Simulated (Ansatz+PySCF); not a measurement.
A calculation with Ansatz (development build ahead of 0.2.0).

```yaml
crystal:
  periodic: [false, false, false]
  atoms:
    - { symbol: P, position_ang: [0.0, 0.0, -1.41825] }
    - { symbol: P, position_ang: [0.0, 0.0, 1.41825] }
basis:
  gaussian: { orbitals: "6-31G" }
hamiltonian:
  xc: hf
correlation:
  method: fci
  frozen_orbitals: { P: 5 }
```

The input is written out in the form of the current development build from the run's settings.

The run gave:

```yaml
Converged: yes
Total_energy: -681.43890 hartree
State: lowest singlet root, of any spatial symmetry
Spin_squared_of_the_determinant: 0.000
```
